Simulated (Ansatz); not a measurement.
# AlCl₃: ionisation energy by level of theory

One table from this session's results is given with a row withheld; the runs are named, their logs left out.

Program: Ansatz 0.2.0, Gaussian basis. Level of theory: unrestricted cation, the program's frozen cores in correlated methods. These are calculated values, not measurements.

Plan: UKS PBE-D4/def2-TZVPP; UKS r2SCAN-D4/def2-TZVPP; UKS PBE0-D4/def2-TZVPP; UKS B3LYP-D4/def2-TZVPP; UKS wB97X-V/def2-TZVPP; UKS wB97M-V/def2-TZVPP; UKS B2PLYP/def2-TZVPP; UHF-CCSD(T)/def2-TZVPP; UHF-CCSD(T)/def2-QZVPP; extrapolation to the limit; then −ε(HOMO) from the neutral's earlier runs with LDA (SPW92), PBE-D4, revPBE-D4, BLYP-D4, r2SCAN-D4, B97M-V, PBE0-D4, B3LYP-D4, r2SCANh-D4, r2SCAN0-D4, HSE06-D4, BHLYP-D4, CAM-B3LYP-D4, LC-ωPBE, ωB97X-V, ωB97M-V.

## The relaxed structure

An earlier PBE0-D4 in a triple-zeta def2 set relaxation fixed the geometry.

4 atoms, charge 0, spin multiplicity 1.

Atoms are counted from 1 here; the program's logs count them from 0.

Bond lengths: Al1–Cl2 2.069 Å, Al1–Cl3 2.069 Å, Al1–Cl4 2.069 Å. Angles: Cl2–Al1–Cl3 120.0°, Cl2–Al1–Cl4 120.0°, Cl3–Al1–Cl4 120.0°.

The first run:

File in.yaml:

```yaml
crystal:
  periodic: [false, false, false]
  atoms:
    - {symbol: Al, position_ang: [0.000000, 0.000000, 0.000000]}
    - {symbol: Cl, position_ang: [0.000000, 2.069041, 0.000000]}
    - {symbol: Cl, position_ang: [1.791842, -1.034520, 0.000000]}
    - {symbol: Cl, position_ang: [-1.791842, -1.034520, 0.000000]}
basis:
  gaussian: {orbitals: def2-TZVPP}
total_charge: 1
magnetization: {spin_polarized: true, initial_magnetization: 1}
hamiltonian: {xc: pbe, dispersion: d4}
```

The run is started by

```sh
ansatz run in.yaml --threads 2 --pin off --events-out ev --progress --plain --max-ram 31744MiB --backend cpu
```

Among the steps run: Cation, UKS PBE-D4/def2-TZVPP; Cation, UKS r2SCAN-D4/def2-TZVPP; Cation, UKS PBE0-D4/def2-TZVPP; Cation, UKS B3LYP-D4/def2-TZVPP; Cation, UKS wB97X-V/def2-TZVPP; Cation, UKS wB97M-V/def2-TZVPP; Cation, UKS B2PLYP (frozen core)/def2-TZVPP; Cation, UHF-CCSD(T)/def2-TZVPP; Cation, UHF-CCSD(T)/def2-QZVPP.

One table of the session follows, with a row left open; its other results are not shown here.

For comparison, −ε(HOMO) of the neutral from earlier runs:

```
  functional  −ε(HOMO) (eV)
 LDA (SPW92)           8.10
      PBE-D4           7.95
   revPBE-D4           7.90
     BLYP-D4           7.76
   r2SCAN-D4           8.33
      B97M-V           8.39
     PBE0-D4           9.38
    B3LYP-D4           9.07
  r2SCANh-D4           8.85
  r2SCAN0-D4           9.63
    HSE06-D4           8.98
    BHLYP-D4          10.63
CAM-B3LYP-D4              ?
     LC-ωPBE          12.21
     ωB97X-V          11.80
     ωB97M-V          11.62
```

Q: Estimate the row for CAM-B3LYP-D4 from the others.

The run gave: −ε(HOMO) (eV): 10.73. In the column «−ε(HOMO) (eV)» it lies between BHLYP-D4 (10.63) and ωB97M-V (11.62).
